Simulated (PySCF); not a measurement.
Theory: core-valence-separated Tamm–Dancoff BHandHLYP/aug-pcX-1 (pcseg-1 on H) in PySCF, non-relativistic, gas phase, PBE0-D3(BJ)/def2-SVP geometry. No empirical shift is added; at this level the pattern usually sits a few eV under experiment.

Main lines of an unknown, eV (oscillator strength): C K: 282.6 (0.051), 282.7 (0.071), 285.3 (0.009), 285.6 (0.009), 285.6 (0.010). Listed: the first five lines at most of each edge with a tenth or more of its strongest line's intensity; roots within 0.03 eV on the same or equivalent atoms are summed. Only the lowest roots were sought, and the top ones are left out.

Task: Which candidate gives them?
A. `C=CCCC`
B. `C1CC1(C)C`

Result: A. 

- `C=CCCC`: C K: 282.6 (0.051), 282.7 (0.071), 285.3 (0.009), 285.6 (0.009), 285.6 (0.010). First C line listed at 282.6 eV, hole on the terminal =CH2 carbon (1s→π*).
- `CC1(C)CC1`: C K: 285.4 (0.023), 285.7 (0.021), 286.0 (0.049), 286.0 (0.064), 286.1 (0.056). First C line listed at 285.4 eV, hole on the methyl carbon.

One conformer each; other structures than these candidates weren't tested.

Conformer computed: `[CH2:1]=[CH:2][CH2:3][CH2:4][CH3:5]`: C1–C2–C3–C4 119°, C2–C3–C4–C5 179°.
